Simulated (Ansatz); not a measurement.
# SiH₃S (doublet): wB97M-V, B2PLYP, RPA-PBE over vertical spin and charge gaps and displaced geometries, cc-pVDZ, part 2 of 2

Ansatz 0.2.0, Gaussian basis; cc-pVDZ, all electrons in the functionals, frozen cores in the correlation of double hybrids and RPA. Earlier steps stand in the parts before.

### 13 B2PLYP, displaced geometry v2

File in.yaml:

```yaml
crystal:
  periodic: [false, false, false]
  atoms:
    - {symbol: Si, position_ang: [0.086901, -0.001232, 1.047940]}
    - {symbol: S, position_ang: [-0.077974, 0.002819, -1.061161]}
    - {symbol: H, position_ang: [-0.001265, 1.423202, 1.398489]}
    - {symbol: H, position_ang: [1.293376, -0.729779, 1.631207]}
    - {symbol: H, position_ang: [-1.233003, -0.748765, 1.528323]}
basis:
  gaussian: {orbitals: cc-pVDZ}
magnetization: {spin_polarized: true, initial_magnetization: 1}
hamiltonian: {xc: {name: B2PLYP}}
correlation: {electrons: outside_noble_gas}
```

Started as:

```sh
> ansatz run in.yaml --threads 1 --pin off --events-out ev --progress --plain --max-ram 2393MiB
```

The log of the run, shortened:

```text
Functional definition: B2PLYP
  name "B2PLYP"
  cite "Grimme, J. Chem. Phys. 124, 034108 (2006) doi:10.1063/1.2148954"
  cite "Becke, Phys. Rev. A 38, 3098 (1988) doi:10.1103/PhysRevA.38.3098"
  cite "Lee, Yang & Parr, Phys. Rev. B 37, 785 (1988) doi:10.1103/PhysRevB.37.785"
[...]
503 factors; integrals over basis functions are off by at most 1.1e-3 eV
[...]
mean field -18751.60797882 eV, -689.1088829251 hartree, gradient 9.5e-6 eV, S^2 0.755054; 2 other end points of the search recorded, 0 dependent functions left out
10 core orbitals not correlated: weight in the atoms' cores, before any rotation towards them, 1.000 or more for the frozen orbitals, at most 0.000 for the correlated occupied ones
reference -18751.60811724 eV, -689.1088880121 hartree; 7, 6 occupied and 34, 35 virtual orbitals, 503 factors
second order -7.11429343 eV of doubles, -0.00000000 eV of singles
Total energy: -18753.52897647 eV, -689.1794782866 hartree
```

It took 2.9 s on 1 thread of Intel Xeon Platinum 8488C, shared host.

From the report: ⟨S²⟩ of the determinant 0.755 (pure doublet: 0.75).

From charge 0, doublet: +12.5 kJ/mol.

### 14 RPA-PBE, charge 0, doublet

File in.yaml:

```yaml
crystal:
  periodic: [false, false, false]
  atoms:
    - {symbol: Si, position_ang: [0.000000, -0.000202, 1.052928]}
    - {symbol: S, position_ang: [0.000000, -0.004525, -1.067767]}
    - {symbol: H, position_ang: [0.000088, 1.448282, 1.400063]}
    - {symbol: H, position_ang: [1.211621, -0.649429, 1.614567]}
    - {symbol: H, position_ang: [-1.211700, -0.649282, 1.614567]}
basis:
  gaussian: {orbitals: cc-pVDZ}
magnetization: {spin_polarized: true, initial_magnetization: 1}
hamiltonian: {xc: {name: PBE}}
correlation: {method: rpa, electrons: outside_noble_gas}
```

The command is unchanged.

The log of the run, shortened:

```text
Functional definition: PBE
  name "PBE"
  cite "Perdew, Burke & Ernzerhof, Phys. Rev. Lett. 77, 3865 (1996) doi:10.1103/PhysRevLett.77.3865"
  parent pbe
[...]
503 factors; integrals over basis functions are off by at most 1.1e-3 eV
[...]
mean field -18752.01278388 eV, -689.1237592368 hartree, gradient 5.5e-6 eV, S^2 0.752548; 6 other end points of the search recorded, 0 dependent functions left out
10 core orbitals not correlated: weight in the atoms' cores, before any rotation towards them, 1.000 or more for the frozen orbitals, at most 0.000 for the correlated occupied ones
reference -18726.36937863 eV, -688.1813814757 hartree; 7, 6 occupied and 34, 35 virtual orbitals, 503 factors
Total energy: -18737.59107589 eV, -688.5937712437 hartree
```

It took 4.1 s on 1 thread of Intel Xeon Platinum 8488C, shared host.

From the report: ⟨S²⟩ of the determinant 0.753 (pure doublet: 0.75).

### 15 RPA-PBE, charge 0, quartet

Edit in.yaml of step 14 so:

```diff
@@ -10,3 +10,3 @@
   gaussian: {orbitals: cc-pVDZ}
-magnetization: {spin_polarized: true, initial_magnetization: 1}
+magnetization: {spin_polarized: true, initial_magnetization: 3}
 hamiltonian: {xc: {name: PBE}}
```

Same command.

The log of the run, shortened:

```text
Functional definition: PBE
  name "PBE"
  cite "Perdew, Burke & Ernzerhof, Phys. Rev. Lett. 77, 3865 (1996) doi:10.1103/PhysRevLett.77.3865"
  parent pbe
[...]
503 factors; integrals over basis functions are off by at most 1.1e-3 eV
[...]
mean field -18746.48278702 eV, -688.9205356007 hartree, gradient 9.4e-7 eV, S^2 3.752853; 5 other end points of the search recorded, 0 dependent functions left out
10 core orbitals not correlated: weight in the atoms' cores, before any rotation towards them, 1.000 or more for the frozen orbitals, at most 0.000 for the correlated occupied ones
reference -18719.90098124 eV, -687.9436722559 hartree; 8, 5 occupied and 33, 36 virtual orbitals, 503 factors
Total energy: -18731.60772660 eV, -688.3738872128 hartree
```

Wall time 4 s (1 thread of Intel Xeon Platinum 8488C, shared host).

From the report: ⟨S²⟩ of the determinant 3.753 (pure quartet: 3.75).

From charge 0, doublet: +577.3 kJ/mol.

### 16 RPA-PBE, charge 1, singlet

Edit in.yaml of step 15 so:

```diff
@@ -10,3 +10,4 @@
   gaussian: {orbitals: cc-pVDZ}
-magnetization: {spin_polarized: true, initial_magnetization: 3}
+total_charge: 1
+magnetization: {spin_polarized: true, initial_magnetization: 0}
 hamiltonian: {xc: {name: PBE}}
```

Launched as before.

The log of the run, shortened:

```text
Functional definition: PBE
  name "PBE"
  cite "Perdew, Burke & Ernzerhof, Phys. Rev. Lett. 77, 3865 (1996) doi:10.1103/PhysRevLett.77.3865"
  parent pbe
[...]
503 factors; integrals over basis functions are off by at most 1.1e-3 eV
[...]
mean field -18742.22155895 eV, -688.7639383573 hartree, gradient 3.7e-9 eV, S^2 1.005230; 12 other end points of the search recorded, 0 dependent functions left out
10 core orbitals not correlated: weight in the atoms' cores, before any rotation towards them, 1.000 or more for the frozen orbitals, at most 0.000 for the correlated occupied ones
reference -18716.43947370 eV, -687.8164642002 hartree; 6, 6 occupied and 35, 35 virtual orbitals, 503 factors
Total energy: -18727.65538093 eV, -688.2286411885 hartree
```

Run time: 17 s. Hardware: 1 thread of Intel Xeon Platinum 8488C, shared host.

From the report: ⟨S²⟩ of the determinant 1.005 (pure singlet: 0.00). The determinant is far from a pure spin state, so its energy mixes those of several spin states (harmless only where they are near-degenerate, as at dissociation).

From charge 0, doublet: +958.6 kJ/mol.

### 17 RPA-PBE, charge 1, triplet

Edit in.yaml of step 16 so:

```diff
@@ -11,3 +11,3 @@
 total_charge: 1
-magnetization: {spin_polarized: true, initial_magnetization: 0}
+magnetization: {spin_polarized: true, initial_magnetization: 2}
 hamiltonian: {xc: {name: PBE}}
```

Same command.

The log of the run, shortened:

```text
Functional definition: PBE
  name "PBE"
  cite "Perdew, Burke & Ernzerhof, Phys. Rev. Lett. 77, 3865 (1996) doi:10.1103/PhysRevLett.77.3865"
  parent pbe
[...]
503 factors; integrals over basis functions are off by at most 1.1e-3 eV
[...]
mean field -18742.54267440 eV, -688.7757391326 hartree, gradient 7.3e-6 eV, S^2 2.005822; 2 other end points of the search recorded, 0 dependent functions left out
10 core orbitals not correlated: weight in the atoms' cores, before any rotation towards them, 1.000 or more for the frozen orbitals, at most 0.000 for the correlated occupied ones
reference -18717.09818628 eV, -687.8406714411 hartree; 7, 5 occupied and 34, 36 virtual orbitals, 503 factors
Total energy: -18728.01729302 eV, -688.2419412126 hartree
```

Run time: 1.7 s. Hardware: 1 thread of Intel Xeon Platinum 8488C, shared host.

From the report: ⟨S²⟩ of the determinant 2.006 (pure triplet: 2.00).

From charge 0, doublet: +923.7 kJ/mol.

### 18 RPA-PBE, displaced geometry v1

File in.yaml:

```yaml
crystal:
  periodic: [false, false, false]
  atoms:
    - {symbol: Si, position_ang: [0.002123, 0.007672, 1.061033]}
    - {symbol: S, position_ang: [0.001289, -0.012794, -1.070815]}
    - {symbol: H, position_ang: [0.049341, 1.499323, 1.354401]}
    - {symbol: H, position_ang: [1.158098, -0.661202, 1.598708]}
    - {symbol: H, position_ang: [-1.307608, -0.644876, 1.547218]}
basis:
  gaussian: {orbitals: cc-pVDZ}
magnetization: {spin_polarized: true, initial_magnetization: 1}
hamiltonian: {xc: {name: PBE}}
correlation: {method: rpa, electrons: outside_noble_gas}
```

Launched as before.

The log of the run, shortened:

```text
Functional definition: PBE
  name "PBE"
  cite "Perdew, Burke & Ernzerhof, Phys. Rev. Lett. 77, 3865 (1996) doi:10.1103/PhysRevLett.77.3865"
  parent pbe
[...]
503 factors; integrals over basis functions are off by at most 1.1e-3 eV
[...]
mean field -18751.96269872 eV, -689.1219186412 hartree, gradient 2.2e-6 eV, S^2 0.752562; 4 other end points of the search recorded, 0 dependent functions left out
10 core orbitals not correlated: weight in the atoms' cores, before any rotation towards them, 1.000 or more for the frozen orbitals, at most 0.000 for the correlated occupied ones
reference -18726.30544747 eV, -688.1790320487 hartree; 7, 6 occupied and 34, 35 virtual orbitals, 503 factors
Total energy: -18737.53002706 eV, -688.5915277404 hartree
```

It took 3.4 s on 1 thread of Intel Xeon Platinum 8488C, shared host.

From the report: ⟨S²⟩ of the determinant 0.753 (pure doublet: 0.75).

From charge 0, doublet: +5.9 kJ/mol.

### 19 RPA-PBE, displaced geometry v2

File in.yaml:

```yaml
crystal:
  periodic: [false, false, false]
  atoms:
    - {symbol: Si, position_ang: [0.086901, -0.001232, 1.047940]}
    - {symbol: S, position_ang: [-0.077974, 0.002819, -1.061161]}
    - {symbol: H, position_ang: [-0.001265, 1.423202, 1.398489]}
    - {symbol: H, position_ang: [1.293376, -0.729779, 1.631207]}
    - {symbol: H, position_ang: [-1.233003, -0.748765, 1.528323]}
basis:
  gaussian: {orbitals: cc-pVDZ}
magnetization: {spin_polarized: true, initial_magnetization: 1}
hamiltonian: {xc: {name: PBE}}
correlation: {method: rpa, electrons: outside_noble_gas}
```

The command is unchanged.

The log of the run, shortened:

```text
Functional definition: PBE
  name "PBE"
  cite "Perdew, Burke & Ernzerhof, Phys. Rev. Lett. 77, 3865 (1996) doi:10.1103/PhysRevLett.77.3865"
  parent pbe
[...]
503 factors; integrals over basis functions are off by at most 1.1e-3 eV
[...]
mean field -18751.93678734 eV, -689.1209664155 hartree, gradient 2.6e-6 eV, S^2 0.752656; 4 other end points of the search recorded, 0 dependent functions left out
10 core orbitals not correlated: weight in the atoms' cores, before any rotation towards them, 1.000 or more for the frozen orbitals, at most 0.000 for the correlated occupied ones
reference -18726.18550349 eV, -688.1746241890 hartree; 7, 6 occupied and 34, 35 virtual orbitals, 503 factors
Total energy: -18737.46254786 eV, -688.5890479257 hartree
```

Run time: 3.2 s. Hardware: 1 thread of Intel Xeon Platinum 8488C, shared host.

From the report: ⟨S²⟩ of the determinant 0.753 (pure doublet: 0.75).

From charge 0, doublet: +12.4 kJ/mol.

### 20 The comparison

The yardstick is UCCSDT(Q), where the cluster series has nearly closed. It comes from earlier runs at the same points. Energies in kJ/mol, counted from charge 0, doublet; blanks weren't run or aren't comparable.

```tsv
level	doublet to quartet	ionisation to the singlet cation	ionisation to the triplet cation	displacement v1	displacement v2
UCCSDT(Q)	575.1		904.3	6.2	12.6
wB97M-V	588.7	983.7	941.6	6.1	12.3
B2PLYP	579.4	965.4	924.6	6.2	12.5
RPA-PBE	577.3	958.6	923.7	5.9	12.4
```

Largest miss and mean time a point (UCCSDT(Q) took 48 s a point; shared hosts):

```tsv
level	largest miss (kJ/mol)	where	time a point
wB97M-V	+37.3	ionisation to the triplet cation	13 s
B2PLYP	+20.3	ionisation to the triplet cation	3.3 s
RPA-PBE	+19.4	ionisation to the triplet cation	5.5 s
```

### 21 Summary of results

What follows sums up all 2 parts.

| quantity | value |
| --- | --- |
| doublet to quartet, UCCSDT(Q) | 575.1 kJ/mol |
| ionisation to the triplet cation, UCCSDT(Q) | 904.3 kJ/mol |
| displacement v1, UCCSDT(Q) | 6.2 kJ/mol |
| displacement v2, UCCSDT(Q) | 12.6 kJ/mol |
| largest miss, wB97M-V | +37.3 kJ/mol (ionisation to the triplet cation) |
| largest miss, B2PLYP | +20.3 kJ/mol (ionisation to the triplet cation) |
| largest miss, RPA-PBE | +19.4 kJ/mol (ionisation to the triplet cation) |

In words: Misses are known at 4 of 5 points at best, and only functionals with that many are ranked. Of the functionals, RPA-PBE keep the smallest largest miss at the points compared (at most 19.4 kJ/mol) and wB97M-V strays most (37.3 kJ/mol, at ionisation to the triplet cation). wB97M-V, B2PLYP, RPA-PBE clearly break the spin symmetry at some points (⟨S²⟩ up to 1.01 above the pure value), so energy there is bought with a mixed spin. Functionals and the yardstick converge differently with the basis, so part of each miss in cc-pVDZ is the basis. The program flags that the yardstick's amplitudes may have other solutions at some points.
